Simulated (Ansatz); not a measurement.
Basis-set extrapolation for `[SiH2][SiH2]Cl` radical (PBE0-D4/def2-TZVP geometry, frozen core, Ansatz). Multiplicity 2, UHF reference.

```tsv
	def2-TZVPP	def2-QZVPP
HF	-1039.736971	-1039.767618
MP2 correlation	-0.416479	-0.453780
CCSD(T) correlation	-0.489446	not run
```

Energies in hartree. Use E(X) = E(∞) + A·exp(−7.88·√X) for Hartree–Fock and E(X) = E(∞) + B·X^(−2.97) for correlation, with X = 3 and 4, and add CCSD(T) minus MP2 of the smaller set to the MP2 limit.

Q: What is the CCSD(T) energy at the basis-set limit?

A: HF limit: -1039.767618 + (-0.030647) × 0.13774 = -1039.77184. MP2 limit: -0.453780 + (-0.037301) × 0.74074 = -0.48141. Higher-order term: -0.489446 − (-0.416479) = -0.07297. Total: -1040.32622 hartree, 262.0 kJ/mol below CCSD(T)/def2-TZVPP.
